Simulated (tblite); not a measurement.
Record of a relaxation.

H5NSSi.
Bonds: N1–Si2, Si2–S3. Hydrogens: H4, H5 on N1; H6, H7 on Si2; H8 on S3.

Computed with GFN2-xTB (tblite), gas phase: L-BFGS steps from a force-field or distance-geometry start until the largest atomic force falls under 0.01 eV/Å. 14 of its 42 geometries are shown.

Step 0: E = -285.1239 eV, largest atomic force 1.651 eV/Å
```
atom  x, y, z in Å  |  force x, y, z in eV/Å
N1     -0.816   -0.794    0.330   -1.387  -0.507   0.199
Si2     0.159    0.583    0.208    0.641   1.282   0.819
S3      1.389    0.236   -1.484    0.374  -0.012  -0.341
H4     -1.526   -0.628    1.042    0.199  -0.523  -0.007
H5     -1.338   -0.893   -0.534    0.013  -0.520  -0.018
H6     -0.735    1.734    0.012    0.491   0.150  -0.157
H7      0.966    0.681    1.448   -0.214  -0.007  -0.464
H8      1.909   -0.909   -1.047   -0.117   0.137  -0.030
```

Step 3: E = -285.2347 eV, largest atomic force 0.732 eV/Å
```
atom  x, y, z in Å  |  force x, y, z in eV/Å
N1     -0.852   -0.783    0.331   -0.142   0.352  -0.041
Si2     0.168    0.618    0.242   -0.287  -0.367  -0.565
S3      1.409    0.243   -1.498   -0.128   0.197   0.250
H4     -1.539   -0.670    1.065   -0.019  -0.353  -0.038
H5     -1.346   -0.939   -0.544    0.062  -0.250   0.221
H6     -0.695    1.758   -0.003    0.271   0.392  -0.139
H7      0.964    0.683    1.432    0.274   0.030   0.316
H8      1.901   -0.900   -1.048   -0.031  -0.001  -0.004
```

Step 6: E = -285.3375 eV, largest atomic force 0.440 eV/Å
```
atom  x, y, z in Å  |  force x, y, z in eV/Å
N1     -0.921   -0.720    0.324   -0.186  -0.180   0.076
Si2     0.146    0.628    0.240   -0.060  -0.043  -0.243
S3      1.426    0.281   -1.489   -0.260   0.050   0.352
H4     -1.571   -0.788    1.102    0.252   0.011  -0.326
H5     -1.356   -1.051   -0.533    0.148   0.078   0.315
H6     -0.584    1.857   -0.050    0.207   0.146  -0.035
H7      0.988    0.688    1.433   -0.111  -0.069  -0.103
H8      1.881   -0.884   -1.052    0.009   0.008  -0.036
```

Step 9: E = -285.3620 eV, largest atomic force 0.207 eV/Å
```
atom  x, y, z in Å  |  force x, y, z in eV/Å
N1     -0.942   -0.709    0.325    0.174  -0.087   0.011
Si2     0.127    0.631    0.229   -0.098   0.100   0.153
S3      1.411    0.296   -1.458   -0.005  -0.037  -0.082
H4     -1.569   -0.828    1.099   -0.008   0.075   0.110
H5     -1.351   -1.089   -0.511    0.014  -0.022  -0.108
H6     -0.521    1.904   -0.070    0.092   0.041  -0.008
H7      0.980    0.681    1.418   -0.162  -0.076  -0.077
H8      1.874   -0.877   -1.057   -0.006   0.008   0.001
```

Step 13: E = -285.3725 eV, largest atomic force 0.142 eV/Å
```
atom  x, y, z in Å  |  force x, y, z in eV/Å
N1     -0.917   -0.734    0.331   -0.051  -0.019   0.017
Si2     0.107    0.640    0.232    0.069  -0.038  -0.115
S3      1.395    0.293   -1.458   -0.019   0.000  -0.052
H4     -1.559   -0.813    1.104    0.032  -0.006  -0.052
H5     -1.340   -1.089   -0.515    0.026  -0.006   0.060
H6     -0.499    1.926   -0.074   -0.019   0.073  -0.015
H7      0.949    0.663    1.412   -0.006  -0.023   0.140
H8      1.872   -0.875   -1.058   -0.030   0.019   0.018
```

Step 16: E = -285.3748 eV, largest atomic force 0.091 eV/Å
```
atom  x, y, z in Å  |  force x, y, z in eV/Å
N1     -0.914   -0.738    0.333    0.047   0.075  -0.019
Si2     0.109    0.640    0.226    0.030   0.037   0.041
S3      1.392    0.293   -1.466   -0.014  -0.007  -0.030
H4     -1.557   -0.814    1.104    0.002  -0.002  -0.008
H5     -1.336   -1.094   -0.511   -0.001  -0.027   0.016
H6     -0.491    1.939   -0.077    0.031  -0.075   0.013
H7      0.940    0.656    1.424   -0.075  -0.014  -0.017
H8      1.867   -0.873   -1.056   -0.020   0.011   0.005
```

Step 19: E = -285.3763 eV, largest atomic force 0.038 eV/Å
```
atom  x, y, z in Å  |  force x, y, z in eV/Å
N1     -0.908   -0.733    0.332   -0.018   0.013  -0.013
Si2     0.114    0.644    0.223   -0.015  -0.006   0.019
S3      1.386    0.291   -1.476   -0.008   0.002   0.004
H4     -1.552   -0.813    1.102    0.021   0.021   0.023
H5     -1.332   -1.101   -0.506    0.022  -0.012  -0.028
H6     -0.483    1.941   -0.079    0.006  -0.015  -0.001
H7      0.923    0.649    1.433   -0.005   0.003   0.004
H8      1.861   -0.869   -1.054   -0.005  -0.006  -0.007
```

Step 22: E = -285.3766 eV, largest atomic force 0.023 eV/Å
```
atom  x, y, z in Å  |  force x, y, z in eV/Å
N1     -0.910   -0.731    0.330   -0.015  -0.007  -0.001
Si2     0.113    0.644    0.224    0.012  -0.006  -0.018
S3      1.384    0.292   -1.476   -0.006  -0.001   0.014
H4     -1.549   -0.811    1.104    0.005   0.003  -0.007
H5     -1.328   -1.104   -0.508    0.010  -0.004   0.003
H6     -0.480    1.940   -0.080   -0.010   0.015  -0.003
H7      0.920    0.648    1.434    0.010   0.003   0.021
H8      1.860   -0.869   -1.054   -0.005  -0.004  -0.009
```

Step 25: E = -285.3767 eV, largest atomic force 0.013 eV/Å
```
atom  x, y, z in Å  |  force x, y, z in eV/Å
N1     -0.911   -0.729    0.330    0.010   0.003   0.001
Si2     0.114    0.644    0.224   -0.003   0.007   0.011
S3      1.383    0.292   -1.476    0.003   0.000   0.000
H4     -1.549   -0.811    1.104   -0.006   0.001  -0.004
H5     -1.327   -1.106   -0.508    0.002  -0.004   0.000
H6     -0.479    1.941   -0.080   -0.001  -0.001   0.002
H7      0.919    0.648    1.437   -0.002   0.003  -0.002
H8      1.859   -0.869   -1.055   -0.003  -0.008  -0.007
```

Step 28: E = -285.3768 eV, largest atomic force 0.017 eV/Å
```
atom  x, y, z in Å  |  force x, y, z in eV/Å
N1     -0.909   -0.729    0.329    0.003   0.000   0.005
Si2     0.115    0.646    0.226   -0.013   0.001   0.009
S3      1.383    0.291   -1.474    0.012   0.006  -0.010
H4     -1.549   -0.809    1.102   -0.006   0.000   0.003
H5     -1.323   -1.108   -0.508    0.011   0.003  -0.002
H6     -0.481    1.942   -0.080    0.009  -0.011   0.005
H7      0.919    0.649    1.440   -0.006   0.005  -0.010
H8      1.856   -0.873   -1.060   -0.009  -0.004  -0.001
```

Step 32: E = -285.3769 eV, largest atomic force 0.049 eV/Å
```
atom  x, y, z in Å  |  force x, y, z in eV/Å
N1     -0.907   -0.728    0.331   -0.008  -0.012   0.007
Si2     0.113    0.648    0.229    0.031  -0.018  -0.034
S3      1.385    0.293   -1.471   -0.006   0.004   0.018
H4     -1.552   -0.808    1.099   -0.006  -0.002   0.000
H5     -1.312   -1.113   -0.508    0.007   0.004   0.000
H6     -0.481    1.943   -0.078   -0.005   0.010  -0.002
H7      0.916    0.654    1.443    0.005   0.005   0.008
H8      1.847   -0.880   -1.069   -0.018   0.010   0.003
```

Step 35: E = -285.3771 eV, largest atomic force 0.019 eV/Å
```
atom  x, y, z in Å  |  force x, y, z in eV/Å
N1     -0.904   -0.728    0.334    0.010  -0.005  -0.005
Si2     0.116    0.650    0.231    0.005  -0.001   0.006
S3      1.389    0.296   -1.468   -0.004   0.005   0.007
H4     -1.559   -0.805    1.094    0.003   0.006  -0.005
H5     -1.295   -1.119   -0.508   -0.009  -0.007  -0.004
H6     -0.481    1.945   -0.075    0.001  -0.003  -0.008
H7      0.913    0.661    1.448    0.009   0.000   0.000
H8      1.831   -0.890   -1.080   -0.016   0.006   0.009
```

Step 38: E = -285.3773 eV, largest atomic force 0.039 eV/Å
```
atom  x, y, z in Å  |  force x, y, z in eV/Å
N1     -0.900   -0.730    0.334    0.001  -0.001  -0.006
Si2     0.118    0.650    0.232   -0.030   0.011   0.023
S3      1.391    0.298   -1.465    0.013   0.008  -0.018
H4     -1.561   -0.802    1.090    0.009   0.003  -0.006
H5     -1.290   -1.122   -0.509    0.001   0.000   0.005
H6     -0.483    1.943   -0.075    0.008  -0.012  -0.003
H7      0.913    0.665    1.451    0.006  -0.003  -0.004
H8      1.820   -0.893   -1.083   -0.008  -0.006   0.010
```

Step 41: E = -285.3774 eV, largest atomic force 0.007 eV/Å
```
atom  x, y, z in Å  |  force x, y, z in eV/Å
N1     -0.897   -0.731    0.335   -0.002   0.003   0.000
Si2     0.118    0.651    0.235   -0.001   0.004  -0.004
S3      1.393    0.302   -1.462    0.004  -0.002   0.002
H4     -1.562   -0.799    1.086    0.005  -0.003   0.001
H5     -1.282   -1.127   -0.509    0.003   0.002   0.001
H6     -0.482    1.943   -0.076   -0.006   0.004   0.000
H7      0.914    0.668    1.453    0.001  -0.006  -0.002
H8      1.807   -0.897   -1.086   -0.004  -0.002   0.003
```

**Question.** Summarise the path.

**Answer.** The energy falls by 24.45 kJ/mol from step 0 to step 41; nine tenths of that is first reached at step 8. It falls at every step. The largest force goes from 1.651 to 0.007 eV/Å. Among the bonds Si2–S3 changes most, from 2.120 to 2.151 Å; the atoms move by 0.175 Å rms after alignment.

**Question.** Follow the three bonds and two angles with the largest change from start to end.

**Answer.** 
```json
{"step": "0", "E above end (kJ/mol)": "24.45", "largest force (eV/Å)": "1.651", "Si2–S3 (Å)": "2.120", "Si2–H7 (Å)": "1.483", "N1–Si2 (Å)": "1.692", "N1–Si2–H6 (°)": "107.3", "Si2–N1–H5 (°)": "108.3"}
{"step": "2", "E above end (kJ/mol)": "17.29", "largest force (eV/Å)": "0.518", "Si2–S3 (Å)": "2.148", "Si2–H7 (Å)": "1.447", "N1–Si2 (Å)": "1.734", "N1–Si2–H6 (°)": "106.5", "Si2–N1–H5 (°)": "109.1"}
{"step": "4", "E above end (kJ/mol)": "10.25", "largest force (eV/Å)": "0.881", "Si2–S3 (Å)": "2.185", "Si2–H7 (Å)": "1.432", "N1–Si2 (Å)": "1.732", "N1–Si2–H6 (°)": "108.0", "Si2–N1–H5 (°)": "114.1"}
{"step": "5", "E above end (kJ/mol)": "6.49", "largest force (eV/Å)": "0.641", "Si2–S3 (Å)": "2.190", "Si2–H7 (Å)": "1.445", "N1–Si2 (Å)": "1.725", "N1–Si2–H6 (°)": "109.6", "Si2–N1–H5 (°)": "117.1"}
{"step": "7", "E above end (kJ/mol)": "2.55", "largest force (eV/Å)": "0.312", "Si2–S3 (Å)": "2.164", "Si2–H7 (Å)": "1.470", "N1–Si2 (Å)": "1.720", "N1–Si2–H6 (°)": "112.2", "Si2–N1–H5 (°)": "119.2"}
{"step": "9", "E above end (kJ/mol)": "1.48", "largest force (eV/Å)": "0.207", "Si2–S3 (Å)": "2.147", "Si2–H7 (Å)": "1.463", "N1–Si2 (Å)": "1.717", "N1–Si2–H6 (°)": "114.6", "Si2–N1–H5 (°)": "120.1"}
{"step": "11", "E above end (kJ/mol)": "0.88", "largest force (eV/Å)": "0.159", "Si2–S3 (Å)": "2.147", "Si2–H7 (Å)": "1.449", "N1–Si2 (Å)": "1.715", "N1–Si2–H6 (°)": "116.4", "Si2–N1–H5 (°)": "119.9"}
{"step": "12", "E above end (kJ/mol)": "0.66", "largest force (eV/Å)": "0.184", "Si2–S3 (Å)": "2.150", "Si2–H7 (Å)": "1.448", "N1–Si2 (Å)": "1.716", "N1–Si2–H6 (°)": "117.3", "Si2–N1–H5 (°)": "119.4"}
{"step": "14", "E above end (kJ/mol)": "0.36", "largest force (eV/Å)": "0.097", "Si2–S3 (Å)": "2.153", "Si2–H7 (Å)": "1.454", "N1–Si2 (Å)": "1.718", "N1–Si2–H6 (°)": "118.5", "Si2–N1–H5 (°)": "118.6"}
{"step": "16", "E above end (kJ/mol)": "0.24", "largest force (eV/Å)": "0.091", "Si2–S3 (Å)": "2.152", "Si2–H7 (Å)": "1.458", "N1–Si2 (Å)": "1.720", "N1–Si2–H6 (°)": "118.7", "Si2–N1–H5 (°)": "118.7"}
{"step": "18", "E above end (kJ/mol)": "0.12", "largest force (eV/Å)": "0.058", "Si2–S3 (Å)": "2.151", "Si2–H7 (Å)": "1.457", "N1–Si2 (Å)": "1.719", "N1–Si2–H6 (°)": "118.8", "Si2–N1–H5 (°)": "119.1"}
{"step": "20", "E above end (kJ/mol)": "0.09", "largest force (eV/Å)": "0.031", "Si2–S3 (Å)": "2.152", "Si2–H7 (Å)": "1.454", "N1–Si2 (Å)": "1.718", "N1–Si2–H6 (°)": "118.8", "Si2–N1–H5 (°)": "119.3"}
{"step": "21", "E above end (kJ/mol)": "0.08", "largest force (eV/Å)": "0.030", "Si2–S3 (Å)": "2.152", "Si2–H7 (Å)": "1.454", "N1–Si2 (Å)": "1.717", "N1–Si2–H6 (°)": "118.9", "Si2–N1–H5 (°)": "119.4"}
{"step": "23", "E above end (kJ/mol)": "0.07", "largest force (eV/Å)": "0.012", "Si2–S3 (Å)": "2.151", "Si2–H7 (Å)": "1.455", "N1–Si2 (Å)": "1.717", "N1–Si2–H6 (°)": "118.8", "Si2–N1–H5 (°)": "119.5"}
{"step": "25", "E above end (kJ/mol)": "0.07", "largest force (eV/Å)": "0.013", "Si2–S3 (Å)": "2.151", "Si2–H7 (Å)": "1.456", "N1–Si2 (Å)": "1.717", "N1–Si2–H6 (°)": "118.8", "Si2–N1–H5 (°)": "119.6"}
{"step": "27", "E above end (kJ/mol)": "0.06", "largest force (eV/Å)": "0.023", "Si2–S3 (Å)": "2.150", "Si2–H7 (Å)": "1.456", "N1–Si2 (Å)": "1.717", "N1–Si2–H6 (°)": "118.7", "Si2–N1–H5 (°)": "119.7"}
{"step": "29", "E above end (kJ/mol)": "0.06", "largest force (eV/Å)": "0.014", "Si2–S3 (Å)": "2.151", "Si2–H7 (Å)": "1.456", "N1–Si2 (Å)": "1.717", "N1–Si2–H6 (°)": "118.7", "Si2–N1–H5 (°)": "119.8"}
{"step": "30", "E above end (kJ/mol)": "0.05", "largest force (eV/Å)": "0.019", "Si2–S3 (Å)": "2.152", "Si2–H7 (Å)": "1.455", "N1–Si2 (Å)": "1.717", "N1–Si2–H6 (°)": "118.7", "Si2–N1–H5 (°)": "119.8"}
{"step": "32", "E above end (kJ/mol)": "0.04", "largest force (eV/Å)": "0.049", "Si2–S3 (Å)": "2.153", "Si2–H7 (Å)": "1.455", "N1–Si2 (Å)": "1.717", "N1–Si2–H6 (°)": "118.9", "Si2–N1–H5 (°)": "119.7"}
{"step": "34", "E above end (kJ/mol)": "0.03", "largest force (eV/Å)": "0.027", "Si2–S3 (Å)": "2.153", "Si2–H7 (Å)": "1.455", "N1–Si2 (Å)": "1.717", "N1–Si2–H6 (°)": "118.9", "Si2–N1–H5 (°)": "119.5"}
{"step": "36", "E above end (kJ/mol)": "0.02", "largest force (eV/Å)": "0.017", "Si2–S3 (Å)": "2.151", "Si2–H7 (Å)": "1.456", "N1–Si2 (Å)": "1.717", "N1–Si2–H6 (°)": "118.8", "Si2–N1–H5 (°)": "119.5"}
{"step": "37", "E above end (kJ/mol)": "0.02", "largest force (eV/Å)": "0.031", "Si2–S3 (Å)": "2.150", "Si2–H7 (Å)": "1.456", "N1–Si2 (Å)": "1.717", "N1–Si2–H6 (°)": "118.8", "Si2–N1–H5 (°)": "119.4"}
{"step": "39", "E above end (kJ/mol)": "0.00", "largest force (eV/Å)": "0.031", "Si2–S3 (Å)": "2.150", "Si2–H7 (Å)": "1.455", "N1–Si2 (Å)": "1.718", "N1–Si2–H6 (°)": "118.7", "Si2–N1–H5 (°)": "119.5"}
{"step": "41", "E above end (kJ/mol)": "0.00", "largest force (eV/Å)": "0.007", "Si2–S3 (Å)": "2.151", "Si2–H7 (Å)": "1.456", "N1–Si2 (Å)": "1.717", "N1–Si2–H6 (°)": "118.8", "Si2–N1–H5 (°)": "119.5"}
```

The cost below is that of the whole relaxation. Time: 0.22 s wall. Hardware: one thread of an Arm Neoverse N1, no GPU (shared host).
